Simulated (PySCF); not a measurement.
Below is a simulated gas-phase P 2p photoelectron spectrum of `[SiH3]P[SiH3]`.

Every computed line was given a Gaussian of 0.8 eV full width at half maximum and an area set by the number of equivalent atoms (split 2:1 within a doublet); the highest printed point is 100. Method used: delta-SCF UKS SCAN, pcX-2 on the ionised atom, pcseg-1 elsewhere, spin-free X2C (PySCF 2.14.0).

binding energy (eV), intensity and a bar:
```
    134.8          0 
    134.9          1 
    135.0          1 
    135.1          3 #
    135.2          7 ##
    135.3         13 ####
    135.4         22 #######
    135.5         35 ##########
    135.6         51 ###############
    135.7         69 #####################
    135.8         85 #########################
    135.9         96 #############################
    136.0        100 ##############################
    136.1         97 #############################
    136.2         88 ##########################
    136.3         76 #######################
    136.4         65 ####################
    136.5         58 #################
    136.6         55 ################
    136.7         54 ################
    136.8         54 ################
    136.9         52 ###############
    137.0         47 ##############
    137.1         40 ############
    137.2         32 #########
    137.3         23 #######
    137.4         15 ####
    137.5          9 ###
    137.6          5 #
    137.7          3 #
    137.8          1 
    137.9          1 
    138.0          0
```

Task: Count the maxima, the lines and the sites behind this envelope.

Result: The curve has 1 maximum (at 136.0 eV). Under it lie 2 lines from 1 inequivalent phosphorus site, drawn as a 2p3/2, 2p1/2 pair. At this width some lines have no maximum of their own.

Task: Decompose the envelope and assign each component. Numbering: `[SiH3:1][PH:2][SiH3:3]`.

Result: 
| position (eV) | relative area | line | atoms | environment |
| --- | --- | --- | --- | --- |
| 135.99 | 0.67 | P 2p3/2 | P2 | three-coordinate phosphorus |
| 136.88 | 0.33 | P 2p1/2 | P2 | three-coordinate phosphorus |

Task: What are the centre and the root-mean-square width of the whole band?

Result: The area-weighted mean of the lines is 136.28 eV. Their own spread about it is 0.42 eV (rms) and each Gaussian has σ = 0.8/2.355 = 0.34 eV; the variances add, which gives 0.54 eV.

Shake-up satellites, vibrational structure and lifetime widths aren't simulated. Spin–orbit coupling isn't in the SCF: each 2p doublet comes from a relaxed spin-free hole plus a matrix of the shell (mean-field spin–orbit coupling and the ground-state 2p splitting), with 2p3/2 averaged over its two sublevels. 2p1/2 minus 2p3/2 (ligand field included): P 0.89 eV. Isolated species at its PBE0-D3(BJ)/def2-SVP geometry, gas phase.

Time: 30 s of wall time. Hardware: one thread of an Arm Neoverse N1 (shared host).
